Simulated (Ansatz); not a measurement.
System: sum formula HOCl, net charge 0, singlet state. 
Geometry from a B3LYP-D3(BJ)/def2-TZVP (Ansatz, a program for electronic structure) optimisation:
SMILES: ClO
```xyz
3

O      0.0220     1.1044    -0.0012
H     -0.9233     1.3146     0.0160
Cl     0.0439    -0.5970    -0.0004
```
Charge 0, spin multiplicity 1.

Basis-set convergence of Hartree-Fock and MP2 correlation energies (hartree) with Ansatz. Cores are frozen in the correlated levels unless marked. No spin-orbit coupling. Non-relativistic.

```tsv
basis	functions	E(HF)	E(corr, MP2)
def2-SVP	37	-534.65429	-0.32783
def2-TZVPP	87	-534.91610	-0.43836
def2-QZVPP	157	-534.93277	-0.47828
```

Extrapolating the two largest sets (X = 3 and 4) as X^-3: E(corr) = (64·(-0.47828) - 27·(-0.43836))/37 = -0.5074 Eh, an estimate of the basis-set limit. The largest set recovers 94.3 % of it, the smallest 64.6 %.
